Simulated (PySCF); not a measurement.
These compounds are isomers of formula C5H6O.

A. `InChI=1S/C5H6O/c1-3-4-5(2)6/h4H,1H2,2H3`
B. SMILES C=CC(=C)C=O
C. SMILES C=CCC=C=O

Spectrum 1. ¹H NMR (300 MHz, computed): δ 5.82 (t, J = 8.4 Hz, 1H), 5.36 (d, J = 8.4 Hz, 2H), 2.33 (s, 3H). ¹³C{¹H} NMR (computed): δ 230.8 (C), 200.2 (C), 100.3 (CH), 82.3 (CH2), 30.2 (CH3).

Spectrum 2. ¹H NMR (300 MHz, computed): δ 6.14 (m, 1H), 5.35 (dt, J = 17.5, 1.5 Hz, 1H), 5.21 (dt, J = 11.2, 1.3 Hz, 1H), 2.76 (m, 2H), 2.69 (m, 1H). ¹³C{¹H} NMR (computed): δ 203.9 (C), 148.8 (CH), 120.0 (CH2), 31.7 (CH2), 18.7 (CH).

Spectrum 3. ¹H NMR (300 MHz, computed): δ 10.45 (d, J = 2.2 Hz, 1H), 6.89 (dd, J = 19.6, 13.6 Hz, 1H), 6.76 (dd, J = 1.7, 1.0 Hz, 1H), 6.32 (dq, J = 19.6, 1.2 Hz, 1H), 5.74 (dt, J = 2.2, 1.1 Hz, 1H), 5.66 (dq, J = 13.6, 1.5 Hz, 1H). ¹³C{¹H} NMR (computed): δ 191.9 (CH), 143.7 (C), 143.7 (CH), 138.0 (CH2), 119.8 (CH2).

PySCF 2.14 calculation with geometry: GFN2-xTB, J: B3LYP/pcJ-1 (spin–dipole term left out of most H,H and C,H couplings) and GIAO PBE0/pcSseg-1 shieldings; single conformer, no relativistic terms, one averaged value for each set of equivalent atoms, no solvent model.

Chemical shifts δ = σref − σ; TMS for ¹H and ¹³C, all at this level. Multiplet labels drop J under 1 Hz and among equivalent protons, and merge close values. Unscaled 3J(H,H) run several per cent high. Shifts are as computed. Against solution values, carbons near 30 ppm lie about +3 ppm off and those near 130 ppm about +5 ppm. Of 1211 compounds with measured shifts, 218 miss one by over three times the rms of a fit or turn the order of signals round; such compounds aren't used in these exercises.

Which spectrum belongs to which compound?

Results:

1–A, 2–C, 3–B.

- Spectrum 1 (A): 5 ¹³C signals; δC 230.8 is a central carbon of an allene; δC 200.2 is a ketone carbonyl carbon.
- Spectrum 2 (C): 5 ¹³C signals; δC 148.8 is an alkene CH; δC 120.0 is a terminal =CH2 carbon.
- Spectrum 3 (B): 5 ¹³C signals; δC 191.9 is an aldehyde carbonyl carbon; δC 143.7 is an α carbon of a C=C–C=O unit.
